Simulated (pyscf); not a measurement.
Routes from H₃C–CH₂–ZnH + hydrogen chloride (HCl)

Candidate steps break at most two bonds and form at most two. Each was searched with GFN2-xTB (tblite) first. Optimised with ωB97X-D3(BJ)/def2-SVP in PySCF. Energies: ωB97M-D3(BJ)/def2-TZVP, kJ/mol, from the separated reactants, singlet surface; ΔG‡ with ideal gas, 1 atm, RRHO with modes under 100 cm⁻¹ raised to 100, one conformer, R ln 2 for chiral ones without a mode under 150 cm⁻¹.

```
products                            type   ΔE‡      ΔE  ΔG‡ 298 K  ΔG‡ 900 K  ν‡ (cm⁻¹)
------------------  --------------------  ----  ------  ---------  ---------  ---------
H₃C–CH₂–Zn–Cl + H₂  four-centre exchange  23.9  -126.8       61.4      143.6       931i
H₃C–CH₃ + Cl–ZnH    four-centre exchange  33.5  -179.1       70.6      153.6       941i
```

Row 1: On the reactant side the descent ends in a complex, 20.0 kJ/mol under the separated species and 34.5 kJ/mol under the saddle at ωB97X-D3(BJ)/def2-TZVP. Row 2: On the reactant side the descent ends in a complex, 17.4 kJ/mol under the separated species and 42.4 kJ/mol under the saddle at ωB97X-D3(BJ)/def2-TZVP. 

Plain bond fissions and candidates not yet searched are not listed, and one of them may be faster. Each barrier is that of the saddle found; lower ones may exist. Elements up to Kr have no core potential and no relativistic terms here.
